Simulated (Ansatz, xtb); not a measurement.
## C2H2F2O+: which of two conformers lies lower

Structure X: the doublet with the links of `O[CH+][C](F)F`. Structure Y: the doublet with the links of `O[CH+][C](F)F`. Both are isolated ions in the gas phase, relaxed with B3LYP/6-31G*.

X (Å):

```csv
atom,x (Å),y (Å),z (Å)
C,-0.0088,-0.9248,-3.2352
C,0.2518,0.4090,-2.8656
F,1.3377,0.9846,-3.2172
F,-0.5645,1.1033,-2.1733
O,-1.1355,-1.4332,-2.8367
H,-1.2700,-2.3632,-3.1192
H,0.7183,-1.4773,-3.8269
```

Y (Å):

```yaml
atoms:
  - { symbol: C, position_ang: [-0.5903, -0.9719, 1.1974] }
  - { symbol: C, position_ang: [-0.2390, -0.2581, 2.3593] }
  - { symbol: F, position_ang: [-0.3039, 1.0262, 2.4061] }
  - { symbol: F, position_ang: [0.1595, -0.8469, 3.4187] }
  - { symbol: O, position_ang: [-0.9978, -0.4043, 0.1077] }
  - { symbol: H, position_ang: [-1.0512, 0.5777, 0.1326] }
  - { symbol: H, position_ang: [-0.5284, -2.0568, 1.1782] }
```

Problem. Estimate E(Y) − E(X) at the level CCSD(T)/def2-SVP + ΔMP2/def2-TZVPP.

Solution. Calculated at CCSD(T)/def2-SVP + ΔMP2/def2-TZVPP: E(Y) − E(X) = +1.97 kcal/mol, so structure X lies lower.

The same difference at several levels:

| level | geometry | E(Y) − E(X) (kcal/mol) | departure from the last row (kcal/mol) | job, with rough time for the two |
| --- | --- | --- | --- | --- |
| B3LYP/6-31G* | B3LYP/6-31G* | +2.26 | +0.29 | optimisation, 44 s |
| HF/def2-SVP | B3LYP/6-31G* | +2.89 | +0.93 | part of the CCSD(T) run |
| MP2/def2-SVP | B3LYP/6-31G* | +3.02 | +1.05 | part of the CCSD(T) run |
| CCSD(T)/def2-SVP | B3LYP/6-31G* | +2.67 | +0.71 | single point |
| CCSD(T)/def2-SVP + ΔMP2/def2-TZVPP | B3LYP/6-31G* | +1.97 |  | single point, 47 s |

The levels shown agree on the order. The largest departure from CCSD(T)/def2-SVP + ΔMP2/def2-TZVPP is that of MP2/def2-SVP, 1.05 kcal/mol. Levels run at GFN2-xTB geometries aren't shown. The last row adds to CCSD(T) the change of the MP2 difference between the two basis sets, here −0.71 kcal/mol.

With harmonic frequencies from B3LYP/6-31G* (ideal gas, rigid rotor, one conformer each, 298.15 K, 1 atm): the zero-point term adds −0.02 kcal/mol; ΔH is +1.96 and ΔG +1.92 kcal/mol.

Open shells are spin-unrestricted. The correlated steps freeze 5 core orbitals. Programs: Ansatz 0.2.0; the last row on 1 thread of Intel(R) Xeon(R) Platinum 8488C (Sapphire Rapids) on a shared host.
